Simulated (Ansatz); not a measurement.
Relaxation of C₃H₅NO (10 atoms, charge 0, multiplicity 1), to a largest force component of 0.02 eV/Å in at most 50 steps.

Theory: UKS revPBE-D4/def2-SVP in Ansatz.

```xyz
10
Properties=species:S:1:pos:R:3:forces:R:3
N -0.745 1.544 0.687 -0.21 11.03 -0.89
C -0.547 0.340 0.882 -0.26 -7.58 0.84
C -0.385 -0.529 -0.295 5.08 -1.64 -0.46
C 1.027 -0.512 -1.034 -4.93 -1.25 2.04
O 0.640 -1.561 -0.104 -0.86 0.74 -0.36
H -0.901 2.088 1.573 -0.09 -0.41 -0.63
H -0.444 -0.089 1.897 1.88 -0.73 0.73
H -1.561 0.101 1.202 -2.84 -1.13 0.23
H 0.943 -0.762 -2.039 0.21 -0.67 -2.44
H 1.705 0.210 -0.729 2.02 1.65 0.94
```

**Question.** Where does it end, and by what steps?

**Answer.** The run converged. After 27 steps the energy has fallen by 4.819 eV; N1 moved furthest, 1.09 Å. The start is strongly strained (largest force component 11 eV/Å). Joined: N1–C3 (2.32 → 1.43 Å).

| step | energy less start (eV) | largest force component (eV/Å) | accepted |
| --- | --- | --- | --- |
| 0 | 0.0000 | 11.028 | yes |
| 1 | -1.9430 | 3.117 | yes |
| 2 | -2.3441 | 1.829 | yes |
| 3 | -2.1909 | 1.497 | no |
| 4 | -2.4916 | 0.496 | yes |
| 5 | -2.5224 | 0.229 | yes |
| 6 | -2.5102 | 1.454 | no |
| 7 | -2.5431 | 0.231 | yes |
| 8 | -2.5621 | 0.293 | yes |
| 9 | -2.5835 | 0.718 | yes |
| 10 | -2.6158 | 1.130 | yes |
| 11 | -2.7103 | 0.797 | yes |
| 12 | -2.8137 | 0.825 | yes |
| 13 | -2.9301 | 0.687 | yes |
| 14 | -3.0612 | 1.156 | yes |
| 15 | -3.1792 | 1.322 | yes |
| 16 | -3.2966 | 1.595 | yes |
| 17 | -3.5021 | 2.059 | yes |
| 18 | -3.9259 | 2.735 | yes |
| 19 | -4.3941 | 1.765 | yes |
| 20 | -4.6159 | 2.128 | yes |
| 21 | -4.6779 | 0.999 | yes |
| 22 | -4.7857 | 0.805 | yes |
| 23 | -4.7856 | 1.115 | no |
| 24 | -4.8140 | 0.081 | yes |
| 25 | -4.8184 | 0.037 | yes |
| 26 | -4.8192 | 0.030 | yes |
| 27 | -4.8193 | 0.010 | yes |

```xyz
10
Properties=species:S:1:pos:R:3
N 0.052 1.045 1.239
C -0.983 -0.053 1.143
C 0.224 -0.019 0.307
C 0.746 -0.244 -1.036
O 1.340 -0.853 0.155
H -0.271 1.907 0.775
H -1.024 -0.710 2.028
H -1.961 0.166 0.678
H 0.242 -0.944 -1.730
H 1.366 0.536 -1.520
```

The run took 48 s on 2 threads of INTEL(R) XEON(R) PLATINUM 8581C CPU @ 2.30GHz (Emerald Rapids), on a shared host, peak memory 0.23 GiB.
